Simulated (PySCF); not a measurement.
# H₄BrO+, a complex of two parts: interaction energy

The task here is to estimate one member of a computed series from the others.

Programs: PySCF 2.14.0. All values are calculated, for the isolated system unless a continuum is named. Atoms count from 0, parts from 1.

### The system as given

6 atoms, charge 1, multiplicity 1; geometry: GFN2-xTB. Parts: 1 = atoms 0–1, `Br`, charge 0; 2 = atoms 2–5, `[OH3+]`, charge 1.

Set-up of the first run:

What the job is given:

```
{"job": {"xc": "PBE0", "basis": "def2-TZVPD", "d3": "d3bj", "grid": 3, "kind": "geom", "shake": 0.01}, "charge": 1, "multiplicity": 1, "parts": [{"atoms": "0-1", "charge": 0, "multiplicity": 1}, {"atoms": "2-5", "charge": 1, "multiplicity": 1}]}
Br     0.649190     0.117506     0.418056
H     -0.576591     0.205526    -0.267298
O      3.827822     0.424910     0.364884
H      2.903741     0.402047     0.142091
H      4.142676    -0.459072     0.675995
H      4.014411     1.121450     1.046751
```

Launch:

```
> OMP_NUM_THREADS=1 python cluster_run.py task.json out
```

This one command runs all jobs of the session in turn.

Among the steps run: Geometry optimisation at PBE0-D3(BJ)/def2-TZVPD; Coupled-cluster interaction energy: CCSD(T) and MP2, 2.00 Å; Coupled-cluster interaction energy: CCSD(T) and MP2, 2.10 Å; Coupled-cluster interaction energy: CCSD(T) and MP2, 2.19 Å; Coupled-cluster interaction energy: CCSD(T) and MP2, 1.90 Å; Coupled-cluster interaction energy: CCSD(T) and MP2, 2.49 Å; Coupled-cluster interaction energy: CCSD(T) and MP2, 1.80 Å; Coupled-cluster interaction energy: CCSD(T) and MP2, 2.99 Å; Coupled-cluster interaction energy: CCSD(T) and MP2, 3.99 Å.

One table of the session follows, with a row left open; its other results are not shown here.

It belongs to the step «Coupled-cluster interaction energy: CCSD(T) and MP2, 3.99 Å». 

```
                 method  interaction energy (kcal/mol)
         HF/aug-cc-pVDZ                          -3.17
        MP2/aug-cc-pVDZ                          -3.26
       CCSD/aug-cc-pVDZ                          -3.20
    CCSD(T)/aug-cc-pVDZ                          -3.22
         HF/aug-cc-pVQZ                          -3.14
        MP2/aug-cc-pVQZ                              ?
    SCS-MP2/aug-cc-pVQZ                          -3.18
      MP2, extrapolated                          -3.24
CCSD(T), limit estimate                          -3.20
```

Estimate the missing values for MP2/aug-cc-pVQZ.

**Answer.** interaction energy (kcal/mol): -3.23. In the column «interaction energy (kcal/mol)» it lies between MP2, extrapolated (-3.24) and CCSD(T)/aug-cc-pVDZ (-3.22).
